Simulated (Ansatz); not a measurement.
A calculation with Ansatz (development build ahead of 0.2.0).

```yaml
crystal:
  periodic: [false, false, false]
  atoms:
    - { symbol: Si, position_ang: [0.0, 0.0, 0.0] }
    - { symbol: H, position_ang: [1.58141, 0.0, 1.32696] }
    - { symbol: H, position_ang: [-1.58141, 0.0, 1.32696] }
basis:
  gaussian: { orbitals: "6-31G" }
magnetization:
  initial_magnetization: 2
hamiltonian:
  xc: hf
correlation:
  method: fci
  frozen_orbitals: { H: 0, Si: 5 }
```

The input is written out in the form of the current development build from the run's settings.

The run gave:

```json
{
  "Converged": "yes",
  "Total energy": "-289.94237 hartree",
  "State": "lowest triplet root, of any spatial symmetry"
}
```
